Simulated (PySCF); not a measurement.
## Spin-rotation constants: SMILES [SiH4], H₄Si

Geometry:
```json
{"atom": "Si1", "x (Å)": "0.014", "y (Å)": "-0.013", "z (Å)": "0.005"}
{"atom": "H2", "x (Å)": "-0.601", "y (Å)": "-0.830", "z (Å)": "-1.025"}
{"atom": "H3", "x (Å)": "-0.602", "y (Å)": "1.249", "z (Å)": "-0.367"}
{"atom": "H4", "x (Å)": "1.455", "y (Å)": "0.364", "z (Å)": "0.001"}
{"atom": "H5", "x (Å)": "-0.599", "y (Å)": "-0.408", "z (Å)": "1.145"}
```

Computed with PySCF 2.14.0, GIAO B3LYP/aug-pcSseg-1 magnetisability, rotational g tensor and spin-rotation constants, non-relativistic, gas phase. Geometry: GFN2-xTB, normal-mode sample at 600 K.

Task: Give the nuclear spin-rotation constants along the inertial axes (H = +C I·J) beside the isotropic shieldings.

Result: Rotational constants 105.5062, 88.0218, 82.8528 GHz. A star marks the isotopologue with that one atom substituted, in its own axes.
| atom | isotope | Caa (kHz) | Cbb (kHz) | Ccc (kHz) | mean (kHz) | σ (ppm) |
| --- | --- | --- | --- | --- | --- | --- |
| H2 | 1H | -3.092 | -6.257 | -4.835 | -4.728 | 28.5 |
| H3 | 1H | -10.421 | -3.143 | -1.800 | -5.121 | 28.8 |
| H4 | 1H | 2.736 | -8.222 | -7.178 | -4.221 | 27.9 |
| H5 | 1H | -8.798 | -0.786 | -7.990 | -5.858 | 30.1 |
| Si1 | 29Si* | -53.025 | -44.891 | -40.620 | -46.178 | 460.9 |

For the geometry as given, no vibrational averaging.
